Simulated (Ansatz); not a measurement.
# C2H6N2O2: the cost of one run

Computed with Ansatz 0.2.0 (the levels named in each step, unless a step's input says otherwise).

### Step 1. The structure to begin with

Bond lengths: C1–O2 1.406 Å, O2–C3 1.405 Å, N4–N5 1.106 Å, N5–O6 1.149 Å, C1–H7 1.092 Å, C1–H8 1.088 Å, C1–H9 1.101 Å, C3–H10 1.093 Å, C3–H11 1.088 Å, C3–H12 1.100 Å. Angles: C1–O2–C3 113.2°, O2–C1–H7 111.3°, O2–C1–H8 106.5°, O2–C1–H9 111.0°, H7–C1–H8 109.7°, H7–C1–H9 108.8°, H8–C1–H9 109.5°, O2–C3–H10 111.2°, O2–C3–H11 106.5°, O2–C3–H12 111.2°, H10–C3–H11 109.6°, H10–C3–H12 108.7°, H11–C3–H12 109.5°, N4–N5–O6 177.8°.

Structure file:

```xyz
12

C     1.0307    0.1524    1.8225
O     0.8850   -0.2740    0.4910
C     1.9853   -1.0117    0.0217
N    -1.7775    0.9690    0.1167
N    -1.3834    0.4269   -0.7625
O    -1.0100   -0.1260   -1.6986
H     1.1386   -0.6967    2.5005
H     0.1279    0.7074    2.0700
H     1.9081    0.8086    1.9338
H     2.1376   -1.9169    0.6157
H     1.7590   -1.2844   -1.0070
H     2.9071   -0.4117    0.0490
```

### Step 2. A rough first relaxation, PBE-D4/def2-SVP

Input file input.yaml:

```yaml
crystal:
  periodic: [false, false, false]
  atoms:
    - { symbol: C, position_ang: [1.03074, 0.15241, 1.82246] }
    - { symbol: O, position_ang: [0.88497, -0.27398, 0.491] }
    - { symbol: C, position_ang: [1.98531, -1.01171, 0.02167] }
    - { symbol: "N", position_ang: [-1.77755, 0.96897, 0.1167] }
    - { symbol: "N", position_ang: [-1.38336, 0.42689, -0.76252] }
    - { symbol: O, position_ang: [-1.01001, -0.12599, -1.69856] }
    - { symbol: H, position_ang: [1.13865, -0.69669, 2.50053] }
    - { symbol: H, position_ang: [0.12789, 0.7074, 2.06996] }
    - { symbol: H, position_ang: [1.90814, 0.80862, 1.93383] }
    - { symbol: H, position_ang: [2.13762, -1.9169, 0.61568] }
    - { symbol: H, position_ang: [1.75899, -1.28442, -1.00703] }
    - { symbol: H, position_ang: [2.90708, -0.41165, 0.049] }
basis:
  gaussian: { orbitals: def2-SVP }
hamiltonian:
  xc: pbe
  dispersion: d4
relax:
  f_tol: 0.03
  max_steps: 200
```

Launch:

```console
$ ansatz run input.yaml --threads 4 --pin off --max-ram 10240MiB --backend cpu --events-out ev --progress --plain --runs-dir out
```

**Question.** How long does this run take on 4 threads of Arm Neoverse V2, shared host, and how much memory does it need?

About 8 s, with a peak of 0.15 GiB.
